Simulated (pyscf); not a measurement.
hydrogen (H₂) + cyclic C₆H₅ (SMILES [c]1ccccc1) [doublet] → benzene (SMILES c1ccccc1) + H atom (H•), a hydrogen abstraction (doublet surface; H–H broken, C–H formed). Optimised with ωB97X-D3(BJ)/def2-SVP in PySCF. Energies in kcal/mol from the separated reactants.

AM1 to PM7: differences of heats of formation from MOPAC. Open shells are spin-unrestricted. 

Task: In single points PM6 puts the saddle at 8.9 kcal/mol and the reaction energy at +29.4 kcal/mol. Should these be trusted to within a few kcal/mol? Compare with ωB97M-D3(BJ)/def2-TZVP.

Result: ωB97M-D3(BJ)/def2-TZVP gives ΔE‡ = 5.2 kcal/mol and ΔE = -11.7 kcal/mol. PM6 lies 3.8 kcal/mol over it in the barrier and 41.1 kcal/mol over it in the reaction energy, so on this step it does not hold to within 3.0 kcal/mol. At PM6 this geometry lies under one side, so its ΔE‡ may be no barrier of that level. ωB97M-D3(BJ)/def2-TZVP has limits of its own. One saddle was located; it need not be the lowest between these sides. The angle at the transferred H is 180°.
